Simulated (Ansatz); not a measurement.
# AlB (singlet): wave-function methods side by side at distance B1–Al2 = 2.828 Å, cc-pVDZ

One table from this session's results is given with a row withheld; the runs are named, their logs left out.

Method: cc-pVDZ, core rule «outside noble gas», up to 6 orbitals frozen; program: Ansatz 0.2.0, Gaussian basis.

Plan: UHF; CCSD(T) on RHF; CCSD(T) on UHF; BCCD(T) on RHF; CISD; CCSDT(Q) on RHF; CCSDT(Q) on UHF; CCSDTQ on RHF; CASSCF and MRCISD+Q, 2 electrons in 2 orbitals; CASSCF and NEVPT2, 2 electrons in 2 orbitals; CASSCF and MRCISD+Q, 6 electrons in 8 orbitals; CASSCF and NEVPT2, 6 electrons in 8 orbitals; Full CI.

19 further runs of the same task are left out: 1 for a known fault of the program, 13 that didn't finish, 5 set aside as unsound or not needed.

**What is computed**

The geometry derives from a PBE0/def2-TZVP stationary point (not a proven minimum). One bond is set to the value named and the two fragments are kept rigid.

2 atoms, charge 0, spin multiplicity 1.

Atoms are counted from 1 here; the program's logs count them from 0.

No contacts short enough for the rule that draws bonds.

The first run:

in.yaml

```yaml
crystal:
  periodic: [false, false, false]
  atoms:
    - {symbol: B, position_ang: [0.000000, 0.000000, 0.000000]}
    - {symbol: Al, position_ang: [0.000000, 0.000000, 2.828000]}
basis:
  gaussian: {orbitals: cc-pVDZ}
magnetization: {spin_polarized: true, initial_magnetization: 0}
hamiltonian: {xc: hf}
output: {orbitals: {seedname: orbitals}}
```

Command:

```
$ ansatz run in.yaml --threads 1 --pin off --events-out ev --progress --plain --max-ram 2393MiB
```

Among the steps run: UHF; CCSD(T) on RHF; CCSD(T) on UHF; BCCD(T) on RHF; CISD; CCSDT(Q) on RHF; CCSDT(Q) on UHF; CCSDTQ on RHF; CASSCF and MRCISD+Q, 2 electrons in 2 orbitals; CASSCF and NEVPT2, 2 electrons in 2 orbitals; CASSCF and MRCISD+Q, 6 electrons in 8 orbitals; CASSCF and NEVPT2, 6 electrons in 8 orbitals; Full CI.

One of the session's tables, all rows but one given; the rest of the session is left out.

```
          method  from FCI (kJ/mol)
             RHF             +378.2
            RMP2             +131.7
            CISD              +47.5
           RCCSD                  ?
        RCCSD(T)               +5.7
         BCCD(T)               +5.8
          RCCSDT               +2.0
       RCCSDT(Q)               +0.7
         RCCSDTQ               +0.1
     CASSCF pair             +323.7
     NEVPT2 pair             +113.1
     MRCISD pair              +32.7
   MRCISD+Q pair               -6.5
  CASSCF valence             +148.7
  NEVPT2 valence              +53.9
  MRCISD valence              +13.8
MRCISD+Q valence               +7.2
             FCI                  0
```

Estimate the missing values for RCCSD.

The run gave: from FCI (kJ/mol): +17.6. In the column «from FCI (kJ/mol)» it lies between MRCISD valence (+13.8) and MRCISD pair (+32.7).

Left out of the table: UHF, UMP2, UCCSD, UCCSD(T), UCCSDT, UCCSDT(Q) (another determinant or state than the rows shown).

Limits of these values: MRCISD+Q pair falls below full CI: the +Q correction isn't variational, and the cores differ from full CI's.
